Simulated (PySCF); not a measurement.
Aluminium: a sound run and one with changed settings

Sound run: Al [Ne] 3s2 3p1, Al⁺ [Ne] 3s2. Computed with PySCF 2.14 in cc-pVDZ-DK (4s3p1d, 18 functions), with scalar relativity by spin-free X2C-1e. The sound run starts from symmetry-adapted Hartree-Fock orbitals and uses a fine grid where one is needed.

Changed run: 14 angular points. This setting is unsound on purpose.

```csv
species,method,sound run (hartree),changed run (hartree),converged
Al,UHF,-242.30843,-242.30843,yes
Al,M06-2X,-242.78292,-242.78408,yes
Al,TPSS,-242.81466,-242.81419,yes
Al⁺,UHF,-242.10361,-242.10361,yes
Al⁺,M06-2X,-242.57207,-242.57207,yes
Al⁺,TPSS,-242.58904,-242.58904,yes
```

Ionisation energy of Al:

```json
{"method": "UHF", "sound run (eV)": "5.574", "changed run (eV)": "5.574"}
{"method": "M06-2X", "sound run (eV)": "5.737", "changed run (eV)": "5.769"}
{"method": "TPSS", "sound run (eV)": "6.139", "changed run (eV)": "6.127"}
```

A coarse angular grid integrates products of high-l functions wrongly, so density functionals can shift, and the SCF can exploit the error; Hartree-Fock and MP2 need no grid.

For comparison, NIST gives 5.986 eV between the lowest levels.
